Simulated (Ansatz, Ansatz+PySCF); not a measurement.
```tsv
atom	x (Å)	y (Å)	z (Å)
N	0.0191	0.0224	-0.4971
O	-0.0070	1.1057	0.2215
O	-0.0130	-1.0765	0.1540
```

RHF-MP2 on singlet NO2(-) was run in several spherical basis sets with Ansatz (development build ahead of 0.2.0). Frozen core: 3 orbitals. Caution: no diffuse functions for an anion.

Problem. Rank the basis sets by the total energy that they give, lowest first, with the distance from the lowest.
A. 6-31G(d)
B. 6-31G
C. cc-pVDZ
D. STO-3G
E. cc-pVTZ
F. def2-SVP
G. def2-TZVP
H. aug-cc-pVDZ

Solution. G (0.00 eV), E (0.47 eV), H (3.84 eV), C (6.41 eV), A (7.13 eV), F (11.33 eV), B (13.65 eV), D (95.95 eV).

Totals follow the description of the cores as much as that of the bonds, so this order isn't one of quality for chemistry.
